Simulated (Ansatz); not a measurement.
Molecular dynamics, step by step

CH7FSi, singlet, revPBE-D4/cc-pVDZ (Ansatz 0.2.0). Settings (timestep in fs, temperature in K; T counts 24 degrees of freedom):

```yaml
hamiltonian: {xc: {name: revPBE}, dispersion: d4}
md: {n_steps: 60, timestep: 0.75, temperature: 200, ensemble: nve, seed: 492, initial_velocities: maxwell_boltzmann}
```

Start, the saddle point found with PBE0-D4 in triple zeta (not stationary at another level):

```
10
angstrom
Si -0.1024 -0.6671 0.0911
H 1.4859 -1.0820 -0.3706
H -0.4521 -1.5115 -1.0991
H -0.7113 -1.4019 1.2207
C -0.6865 1.0425 -0.3365
H 1.6589 -0.5880 0.4370
F 1.2153 0.0390 1.3750
H -0.7035 1.6892 0.5402
H -1.6841 0.9892 -0.7794
H -0.0203 1.4907 -1.0784
```

| step | time (fs) | potential energy less the start (meV) | kinetic energy (meV) | T (K) |
| --- | --- | --- | --- | --- |
| 0 | 0.00 | 0.0 | 206.8 | 200 |
| 4 | 3.00 | -9.3 | 216.7 | 210 |
| 8 | 6.00 | 25.7 | 182.4 | 176 |
| 12 | 9.00 | -14.8 | 222.6 | 215 |
| 16 | 12.00 | -87.6 | 295.4 | 286 |
| 20 | 15.00 | -189.3 | 396.4 | 383 |
| 24 | 18.00 | -326.0 | 533.0 | 515 |
| 28 | 21.00 | -477.1 | 684.4 | 662 |
| 32 | 24.00 | -618.8 | 825.9 | 799 |
| 36 | 27.00 | -726.7 | 932.8 | 902 |
| 40 | 30.00 | -771.1 | 979.7 | 947 |
| 44 | 33.00 | -899.4 | 1105.3 | 1069 |
| 48 | 36.00 | -891.2 | 1097.2 | 1061 |
| 52 | 39.00 | -869.9 | 1077.8 | 1042 |
| 56 | 42.00 | -875.8 | 1083.1 | 1047 |
| 60 | 45.00 | -837.1 | 1045.2 | 1011 |

Step 4, positions (Å) and forces (eV/Å):

```tsv
atom	x	y	z	Fx	Fy	Fz
Si1	-0.104	-0.684	0.088	-0.521	-0.343	-0.280
H2	1.498	-1.089	-0.426	0.069	0.090	0.456
H3	-0.468	-1.527	-1.124	-0.130	-0.031	-0.095
H4	-0.749	-1.443	1.230	0.120	0.088	-0.101
C5	-0.683	1.057	-0.321	0.254	-0.260	-1.604
H6	1.679	-0.599	0.490	0.003	0.183	-0.115
F7	1.213	0.055	1.372	0.544	-0.096	0.247
H8	-0.688	1.716	0.526	-0.027	0.672	0.998
H9	-1.685	1.033	-0.802	0.033	-0.033	0.081
H10	0.019	1.501	-1.089	-0.345	-0.270	0.413
```

Step 12, positions (Å) and forces (eV/Å):

| atom | x | y | z | Fx | Fy | Fz |
| --- | --- | --- | --- | --- | --- | --- |
| Si1 | -0.112 | -0.722 | 0.080 | -0.713 | 0.070 | -1.105 |
| H2 | 1.523 | -1.080 | -0.408 | -0.375 | 0.005 | 0.456 |
| H3 | -0.524 | -1.546 | -1.170 | 0.008 | 0.235 | 0.282 |
| H4 | -0.777 | -1.491 | 1.210 | 0.308 | 0.159 | -0.086 |
| C5 | -0.674 | 1.089 | -0.308 | -0.092 | -0.158 | 0.884 |
| H6 | 1.702 | -0.557 | 0.576 | -0.237 | 0.459 | 0.157 |
| F7 | 1.217 | 0.084 | 1.370 | 0.838 | -0.233 | 0.368 |
| H8 | -0.664 | 1.799 | 0.580 | -0.029 | -0.729 | -0.602 |
| H9 | -1.659 | 1.111 | -0.809 | -0.172 | -0.083 | 0.059 |
| H10 | 0.040 | 1.476 | -1.037 | 0.463 | 0.275 | -0.416 |

Step 16, positions (Å) and forces (eV/Å):

| atom | x | y | z | Fx | Fy | Fz |
| --- | --- | --- | --- | --- | --- | --- |
| Si1 | -0.119 | -0.741 | 0.071 | -0.461 | 0.593 | -1.680 |
| H2 | 1.497 | -1.071 | -0.333 | -0.631 | -0.249 | -0.101 |
| H3 | -0.555 | -1.529 | -1.161 | -0.111 | 0.035 | -0.026 |
| H4 | -0.750 | -1.491 | 1.182 | 0.050 | -0.136 | 0.426 |
| C5 | -0.670 | 1.105 | -0.297 | 0.600 | -1.649 | -1.052 |
| H6 | 1.687 | -0.483 | 0.629 | 0.105 | 0.273 | 0.213 |
| F7 | 1.225 | 0.097 | 1.371 | 0.792 | 0.439 | 1.167 |
| H8 | -0.656 | 1.761 | 0.544 | 0.040 | 0.707 | 1.254 |
| H9 | -1.646 | 1.141 | -0.795 | -0.394 | -0.091 | -0.153 |
| H10 | 0.076 | 1.478 | -1.028 | 0.010 | 0.078 | -0.050 |

Last step (60):

```csv
atom,x (Å),y (Å),z (Å)
Si1,-0.3713,-0.9089,-0.2288
H2,1.0788,-1.3287,-0.7296
H3,-1.4862,-1.5752,-0.9764
H4,-0.6211,-1.2968,1.1758
C5,-0.5274,0.9634,-0.2264
H6,2.3375,0.2133,1.2947
F7,1.5140,0.4237,1.7130
H8,-0.4655,1.2941,0.7748
H9,-1.5295,1.2040,-0.6055
H10,0.2268,1.5026,-0.8325
```

The run took about 62 s on 2 CPU threads of an Arm Neoverse V2 (shared host).
